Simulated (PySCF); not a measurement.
# SMILES C/C=C/C#N, C₄H₅N

Geometry:
```csv
atom,x (Å),y (Å),z (Å)
C1,-1.312,0.018,0.742
C2,-0.098,-0.445,0.022
C3,0.933,0.345,-0.319
C4,2.084,-0.138,-1.010
N5,3.026,-0.516,-1.571
H6,-2.218,-0.185,0.146
H7,-1.275,1.094,0.966
H8,-1.435,-0.533,1.689
H9,-0.049,-1.507,-0.246
H10,0.929,1.413,-0.073
```

Computed with quadratic response wB97X-D/def2-SVPD first hyperpolarisability, Taylor convention, gas phase in PySCF 2.14.0. Geometry: PBE0-D3(BJ)/def2-SVP.

Give the tensor of the static β(0;0,0) in the axes of these coordinates.

In au, Taylor convention; rows are the first index (the induced dipole):
```
      xx     yy     zz     xy     xz     yz
x  -36.2  +14.0   -9.5  +16.1  +37.8   -8.8
y  +16.1  -16.6   +3.3  +14.0   -8.8  -10.5
z  +37.8  -10.5  -10.5   -8.8   -9.5   +3.3
```
Norm of βᵢ = ⅓ Σⱼ (βᵢⱼⱼ + βⱼᵢⱼ + βⱼⱼᵢ): 36.0 au, hyper-Rayleigh value 30.1 au.
